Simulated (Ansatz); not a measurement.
Relaxed structures of CH$_{2}$NS (charge -1), singlet (PBE0-D4/def2-TZVPD; forces vanish, vibrations not checked; lower isomers may exist, and structures with a doubtful reference or unclear bonds are left out; Å). Program: Ansatz 0.2.0. Basis: def2-TZVPPD. Cores are frozen in the correlated methods.

Q: Rank them by CCSD(T) energy, lowest first, and give each one's height above the lowest. Links in brackets join atoms within 1.22 times the sum of their covalent radii (1.1 for two metals). (To be estimated.)
A.
CH₂NS ([NH2][C][S]), total charge -1
```
5
angstrom
N -0.3079 0.3745 -0.2783
C -0.1855 -0.9055 0.1057
S 1.2025 -1.2148 1.0270
H -1.0984 0.6615 -0.8297
H 0.3892 1.0842 -0.0247
```
B.
CH₂NS ([NH][C][SH]), total charge -1
```
5
angstrom
N -0.3361 0.3740 -0.1553
C 0.0377 -0.8355 -0.0057
S 1.5379 -0.8500 1.2243
H -1.1241 0.3542 -0.8049
H 1.6961 -2.1798 1.1814
```
C.
CH₂NS ([CH2][N][S]), total charge -1
```
5
angstrom
N -0.1351 -0.8373 0.1200
C -0.2905 0.3659 -0.2656
S 1.2102 -1.2888 1.0495
H -1.1720 0.6160 -0.8637
H 0.4211 1.1707 -0.0261
```
D.
CH₂NS ([NH][CH][S]), total charge -1
```
5
angstrom
N -0.4231 0.3271 -0.2786
C -0.1016 -0.8112 0.2324
S 1.3040 -1.2919 1.1003
H -0.8490 -1.6048 0.0895
H 0.3419 0.9786 -0.0837
```

A: The calculation gives: D (0.000 eV), C (1.156 eV), A (1.540 eV), B (1.894 eV). Heights count from the lowest.

The T1 diagnostic stays at or below 0.023. The restricted Hartree–Fock reference is unstable towards an unrestricted one at one or more of these structures.

For scale, one of the runs: CCSD(T)/def2-TZVPPD, 159 basis functions, launched by `ansatz run in.yaml --threads 2 --pin off --events-out ev --progress --plain --max-ram 4352MiB`. Time: 18 s of wall clock on 2 CPU threads of an Arm Neoverse V2; the host was shared. Peak host memory: 1.1 GiB.
